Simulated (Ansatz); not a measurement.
hcp Ti was calculated with rVV10 (Ansatz, an electronic-structure program, plane waves, PAW).

Settings: plane-wave cutoff 520 eV, 24×24×12 k mesh (along the axes of the cell as run), Fermi–Dirac smearing 0.05 eV, no spin polarisation, scalar-relativistic PAW data made under PBE.

Equation-of-state points:

```tsv
V (Å³/atom)	E − E_lowest (meV/atom)	P (GPa)
16.710	10.69	5.08
17.059	2.59	2.42
17.407	0.00	0.00
17.755	2.43	-2.21
18.103	9.45	-4.22
```

Q: What bulk modulus B0 and pressure derivative B′ does a third-order Birch–Murnaghan fit give?

A: V0 = 17.407 Å³/atom, B0 = 116 GPa, B′ = 3.6 (fit to the energies at full precision).

Shape and atoms are relaxed at each volume.

Measured, for comparison: bulk modulus 108 GPa (zero-point energy and finite temperature contributions removed; as tabulated in doi:10.1021/acs.jctc.3c00612). Computed (rounded) less measured: bulk modulus +7 %.

Note: the bulk modulus comes from volumes at which shape and atoms were relaxed.

Computed values are for the static lattice.

The result took roughly 120 core-seconds.
